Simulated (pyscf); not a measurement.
Single points on ωB97X-D3(BJ)/def2-SVP structures (PySCF, gas phase).

Estimate by transition-state theory the rate constant of H₃C–Zn–SH (SMILES [CH3][Zn][SH]) + CH₃• (SMILES [CH3]) → H₃C–CH₃ (SMILES CC) + [HS–Zn]• (SMILES [SH][Zn]) (doublet surface; C–Zn broken, C–C formed) at 900 K, with ωB97M-D3(BJ)/def2-TZVP energies (ideal gas, 1 atm, RRHO with modes under 100 cm⁻¹ raised to 100, one conformer, R ln 2 for rigid chiral ones; no tunnelling).

The electronic barrier is 26.7 kcal/mol and the thermal terms add +31.9, so ΔG‡ = 58.6 kcal/mol. With k_BT/h = 1.88e+13 s⁻¹ and RT = 1.788 kcal/mol, and a volume of 1.23e-19 cm³ per molecule at 1 atm, k = 1.4e-20 cm³ molecule⁻¹ s⁻¹. Wigner's tunnelling factor for 1091i cm⁻¹ would be 1.13. A shift of 1 kcal/mol in the barrier changes k by a factor 1.7. One saddle was located; it need not be the lowest between these sides. The angle at the attacked C is 179°. Elements up to Kr have no core potential and no relativistic terms here.
